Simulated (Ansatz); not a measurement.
Input and output for C3H4S3 (`S=C1SCCS1`).

```yaml
crystal:
  periodic: [false, false, false]
  atoms:
    - {symbol: S, position_ang: [-1.204484, 2.062742, 2.367861]}
    - {symbol: C, position_ang: [-0.622356, 1.065894, 1.223524]}
    - {symbol: S, position_ang: [-0.770047, -0.665666, 1.303265]}
    - {symbol: C, position_ang: [0.358154, -1.046389, -0.054837]}
    - {symbol: C, position_ang: [0.220991, 0.054565, -1.083645]}
    - {symbol: S, position_ang: [0.207828, 1.628643, -0.197960]}
    - {symbol: H, position_ang: [0.082189, -2.019060, -0.466668]}
    - {symbol: H, position_ang: [1.376214, -1.100304, 0.336262]}
    - {symbol: H, position_ang: [-0.709511, -0.041519, -1.646895]}
    - {symbol: H, position_ang: [1.061011, 0.061103, -1.780908]}
basis:
  gaussian: {orbitals: "6-31++G**"}
hamiltonian: {xc: {name: SVWN5}}
scf: {lower_state_search: off}
```

```sh
$ ansatz run in.yaml --threads 4 --pin off --events-out ev --progress --plain --max-ram 10444MiB
```

Shortened log:

```
Functional definition: SVWN5
1551 factors; their error is unknown
mean field evaluation 1: about -35524.7327 eV, gradient 8.2e1 eV
mean field evaluation 2: about -35471.3551 eV, gradient 1.6e2 eV
mean field evaluation 4: about -35538.8259 eV, gradient 2.5e1 eV
mean field evaluation 8: about -35541.0151 eV, gradient 2.8e-1 eV
mean field evaluation 16: about -35540.9218 eV, gradient 5.6e-4 eV
mean field -35540.92183287 eV, -1306.1047868559 hartree, gradient 2.9e-6 eV, S^2 0.000000; 0 other end points of the search recorded, 0 dependent functions left out
reference -35540.92191176 eV, -1306.1047897549 hartree; 35, 35 occupied and 115, 115 virtual orbitals, 1551 factors
Total energy: -35540.92191176 eV, -1306.1047897549 hartree
Checks for a lower state left out: stability, starts, cluster_reference, orbital_swaps, neighbouring_geometries, increment
```

Run time 0.85 s (4 threads of an Arm Neoverse V1 on a shared host); peak host memory 0.51 GiB.
